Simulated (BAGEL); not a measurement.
**PBE0/cc-pVDZ (density fitting with qzvpp-jkfit) run of C3H3FS (SMILES C=C1SC1F)**

Aim: the energy change on altering one bond length of C3H3FS at PBE0/cc-pVDZ (density fitting with qzvpp-jkfit), from 2 runs. 

The results are computed with BAGEL 1.2.2.

25 further runs of the same task are left out: 25 set aside as unsound or not needed.

## (1) Starting point

C3H3FS: 8 atoms, total charge 0, spin state singlet. SMILES: `C=C1SC1F`. The coordinates come from a PBE0-D4/def2-TZVP relaxation.

Bond lengths: C1–C2 1.318 Å, C2–S3 1.735 Å, C2–C4 1.442 Å, S3–C4 1.820 Å, C4–F5 1.351 Å, C1–H6 1.083 Å, C1–H7 1.082 Å, C4–H8 1.086 Å. Some angles: C1–C2–S3 145.0°, C1–C2–C4 145.8°, S3–C2–C4 69.2°, C2–S3–C4 47.8°, C2–C4–S3 63.0°, C2–C4–F5 119.1°, S3–C4–F5 118.0°, C2–C1–H6 119.8°, C2–C1–H7 121.7°, C2–C4–H8 121.9°.

## (2) The energy at PBE0/cc-pVDZ (density fitting with qzvpp-jkfit)

job.json reads:

```json
{ "bagel" : [

{
  "title" : "molecule",
  "basis" : "cc-pvdz.json",
  "df_basis" : "qzvpp-jkfit",
  "angstrom" : "true",
  "geometry" : [
    { "atom" : "C", "xyz" : [   -0.031500,    1.391600,    0.301800 ] },
    { "atom" : "C", "xyz" : [    0.314700,    0.155900,   -0.000300 ] },
    { "atom" : "S", "xyz" : [    1.613000,   -0.867900,   -0.524600 ] },
    { "atom" : "C", "xyz" : [   -0.139400,   -1.203000,   -0.166100 ] },
    { "atom" : "F", "xyz" : [   -0.953200,   -1.501200,   -1.202400 ] },
    { "atom" : "H", "xyz" : [   -1.053900,    1.611100,    0.585100 ] },
    { "atom" : "H", "xyz" : [    0.679900,    2.206300,    0.267300 ] },
    { "atom" : "H", "xyz" : [   -0.337300,   -1.850000,    0.683400 ] }
  ]
},
{
  "title" : "ks",
  "xc_func" : "pbe0"
},
{
  "title" : "print",
  "file" : "orbitals.molden",
  "orbitals" : "true"
}

]}
```

The basis set cc-pVDZ is read from a file made from the Basis Set Exchange's data (not shown).

Started as:

```console
$ BAGEL_NUM_THREADS=1 BAGEL job.json > job.out
```

The program printed:

```text
* using 1 threads per process

  ===============================================================
  ===============================================================

  *** Geometry ***

  { "atom" : "C", "xyz" : [     -0.059526,      2.629743,      0.570319 ] },
  { "atom" : "C", "xyz" : [      0.594697,      0.294608,     -0.000567 ] },
  { "atom" : "S", "xyz" : [      3.048128,     -1.640093,     -0.991350 ] },
  { "atom" : "C", "xyz" : [     -0.263428,     -2.273341,     -0.313884 ] },
  { "atom" : "F", "xyz" : [     -1.801287,     -2.836857,     -2.272207 ] },
  { "atom" : "H", "xyz" : [     -1.991582,      3.044538,      1.105679 ] },
  { "atom" : "H", "xyz" : [      1.284825,      4.169303,      0.505124 ] },
  { "atom" : "H", "xyz" : [     -0.637405,     -3.495993,      1.291439 ] },

  Number of auxiliary basis functions:      484

  Since a DF basis is specified, we compute 2- and 3-index integrals:
    o Being stored without compression. Storage requirement is 0.031 GB

  Number of basis functions:       89
  Number of electrons      :       46

    * METHOD: MOLECULE                             0.40

  *** Kohn-Sham DFT ***

    * Removing 15327 points whose weight is below 1.00e-10
    * Grid points: 103921

  === Nuclear Repulsion ===
   208.5884852148

       - DIIS with orbital gradients will be used.

  === KS iteration (pbe0 / cc-pvdz.json) ===
      0       -577.41962922          0.11519725           0.55
      1       -495.75791231          0.16526656           0.53
      2       -522.24101684          0.18575492           0.53
      3       -598.85475053          0.09654013           0.53
      4       -606.64373494          0.08471407           0.53
      5       -613.51784820          0.01867042           0.53
      6       -613.23806105          0.02505731           0.53
      7       -613.65213499          0.01098450           0.53
      8       -613.71593021          0.00424226           0.53
      9       -613.72701655          0.00271561           0.53
     10       -613.73235279          0.00051031           0.54
     11       -613.73257851          0.00015486           0.56
     12       -613.73259518          0.00003797           0.56
     13       -613.73259532          0.00003267           0.54
     14       -613.73259601          0.00000646           0.54
     15       -613.73259602          0.00000268           0.54
     16       -613.73259603          0.00000090           0.54
     17       -613.73259603          0.00000031           0.54
     18       -613.73259603          0.00000013           0.54
     19       -613.73259603          0.00000003           0.54
     20       -613.73259603          0.00000003           0.54
     21       -613.73259603          0.00000000           0.54
    * SCF iteration converged.

    * Permanent dipole moment:
           (    0.117369,    -0.159696,    -0.537543) a.u.

    * METHOD: KS                                  12.78

    * METHOD: PRINT                                0.03

  ===============================================================
```

It took 14 s on 1 thread of Arm Neoverse N1, shared host; peak memory 0.44 GiB.

## (3) The distorted shape

job.json reads:

```json
{ "bagel": [

{
  "title": "molecule",
  "basis": "cc-pvdz.json",
  "df_basis": "qzvpp-jkfit",
  "angstrom": true,
  "geometry": [
    { "atom": "C", "xyz": [   -0.001818,    1.488641,    0.174386 ] },
    { "atom": "C", "xyz": [    0.344382,    0.252941,   -0.127714 ] },
    { "atom": "S", "xyz": [    1.642682,   -0.770859,   -0.652014 ] },
    { "atom": "C", "xyz": [   -0.109718,   -1.105959,   -0.293514 ] },
    { "atom": "F", "xyz": [   -0.923518,   -1.404159,   -1.329814 ] },
    { "atom": "H", "xyz": [   -1.024218,    1.708141,    0.457686 ] },
    { "atom": "H", "xyz": [    0.709582,    2.303341,    0.139886 ] },
    { "atom": "H", "xyz": [   -0.337300,   -1.850000,    0.683400 ] }
  ]
},
{ "title": "ks", "xc_func": "pbe0" },
{ "title": "print", "file": "orbitals.molden", "orbitals": true }

]}
```

The basis set cc-pVDZ is read from a file made from the Basis Set Exchange's data (not shown).

Started as:

```console
$ BAGEL_NUM_THREADS=1 BAGEL job.json > job.out
```

The program printed:

```text
* using 1 threads per process

  ===============================================================
  ===============================================================

  *** Geometry ***

  { "atom" : "C", "xyz" : [     -0.003436,      2.813124,      0.329542 ] },
  { "atom" : "C", "xyz" : [      0.650788,      0.477989,     -0.241344 ] },
  { "atom" : "S", "xyz" : [      3.104219,     -1.456712,     -1.232128 ] },
  { "atom" : "C", "xyz" : [     -0.207337,     -2.089960,     -0.554661 ] },
  { "atom" : "F", "xyz" : [     -1.745196,     -2.653476,     -2.512984 ] },
  { "atom" : "H", "xyz" : [     -1.935492,      3.227919,      0.864901 ] },
  { "atom" : "H", "xyz" : [      1.340916,      4.352684,      0.264346 ] },
  { "atom" : "H", "xyz" : [     -0.637405,     -3.495993,      1.291439 ] },

  Number of auxiliary basis functions:      484

  Since a DF basis is specified, we compute 2- and 3-index integrals:
    o Being stored without compression. Storage requirement is 0.031 GB

  Number of basis functions:       89
  Number of electrons      :       46

    * METHOD: MOLECULE                             0.41

  *** Kohn-Sham DFT ***

    * Removing 15130 points whose weight is below 1.00e-10
    * Grid points: 104118

  === Nuclear Repulsion ===
   207.7783835281

       - DIIS with orbital gradients will be used.

  === KS iteration (pbe0 / cc-pvdz.json) ===
      0       -577.44380601          0.11459012           0.56
      1       -496.13649366          0.16487498           0.55
      2       -522.35304051          0.18173010           0.55
      3       -599.08964114          0.09368077           0.55
      4       -607.32731255          0.08355319           0.57
      5       -613.47811678          0.01948185           0.55
      6       -613.04765826          0.02919551           0.55
      7       -613.61536888          0.01177763           0.55
      8       -613.70297586          0.00436936           0.55
      9       -613.71088429          0.00385572           0.55
     10       -613.72119706          0.00048688           0.55
     11       -613.72137907          0.00019812           0.55
     12       -613.72140627          0.00004652           0.56
     13       -613.72140718          0.00002635           0.56
     14       -613.72140768          0.00000846           0.56
     15       -613.72140769          0.00000604           0.56
     16       -613.72140773          0.00000105           0.55
     17       -613.72140773          0.00000046           0.55
     18       -613.72140773          0.00000030           0.55
     19       -613.72140773          0.00000005           0.55
     20       -613.72140773          0.00000004           0.55
     21       -613.72140773          0.00000001           0.55
    * SCF iteration converged.

    * Permanent dipole moment:
           (    0.102284,    -0.177049,    -0.518600) a.u.

    * METHOD: KS                                  13.15

    * METHOD: PRINT                                0.04

  ===============================================================
```

It took 14 s on 1 thread of Arm Neoverse N1, shared host; peak memory 0.44 GiB.

## (4) What came out

At PBE0/cc-pVDZ (density fitting with qzvpp-jkfit):

| quantity | value |
| --- | --- |
| first shape: total energy | -613.73260 Eh |
| first shape: dipole moment | 1.46 D |
| first shape: HOMO energy | -6.75 eV |
| first shape: LUMO energy | -0.34 eV |
| first shape: HOMO–LUMO gap | 6.41 eV |
| distorted shape: total energy | -613.72141 Eh |
| distorted shape: dipole moment | 1.42 D |
| distorted shape: HOMO energy | -6.76 eV |
| distorted shape: LUMO energy | -0.40 eV |
| distorted shape: HOMO–LUMO gap | 6.36 eV |
| energy change with the C4–H8 bond stretched from 1.086 to 1.249 Å | 0.304 eV |

**Reading.** With the C4–H8 bond stretched from 1.086 to 1.249 Å the energy rises by 0.30 eV (29.4 kJ/mol). The first shape isn't relaxed at this level, so the change isn't measured from a minimum.
